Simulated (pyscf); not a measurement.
Thermochemistry of product channels of H₂C=CH–Cl + F• on the doublet surface, in kJ/mol, from CCSD(T)/def2-TZVPP + ΔMP2(QZVPP) energies (ideal gas, 1 atm, RRHO with modes under 100 cm⁻¹ raised to 100, one conformer, R ln 2 for rigid chiral ones). PySCF, gas phase, ωB97X-D3(BJ)/def2-SVP geometries. Correlated levels are frozen-core, on RHF or UHF. ΔMP2 is the change of the MP2 total energy from the triple- to the quadruple-zeta basis.

```tsv
products	ΔE	ΔH(298 K)	ΔG(298 K)	ΔG(600 K)
H₂C=C•–Cl + HF	-103.1	-110.7	-118.6	-127.3
•HC=CH–Cl + HF	-87.2	-96.0	-104.4	___
•H₂C–CH(F)–Cl	___	-196.6	-164.3	-131.7
F–CH•–CH₂–Cl	___	-195.0	-162.0	-128.2
F–CH₂–CH•–Cl	-201.6	-196.1	-163.3	-129.6
```

Task: Some entries are withheld; supply them.

Result: 
- •HC=CH–Cl + HF, ΔG(600 K): -113.7
- •H₂C–CH(F)–Cl, ΔE: -198.2
- F–CH•–CH₂–Cl, ΔE: -199.9

These are energies of the channels, which say nothing of barriers. •H₂C–CH(F)–Cl lies 25.1 kJ/mol over its isomer H₃C–C•(F)–Cl, and others may lie lower still (electronic energy, ωB97M-D3(BJ)). F–CH₂–CH•–Cl lies 21.0 kJ/mol over its isomer H₃C–C•(F)–Cl, and others may lie lower still (electronic energy, ωB97M-D3(BJ)). The CCSD(T) − MP2 part came from Ansatz, without density fitting, on the same reference. A UHF reference is spin-contaminated (<S²> up to 0.98), which harms MP2 most. Left out: orbital degeneracy and the spin-orbit lowering of F.
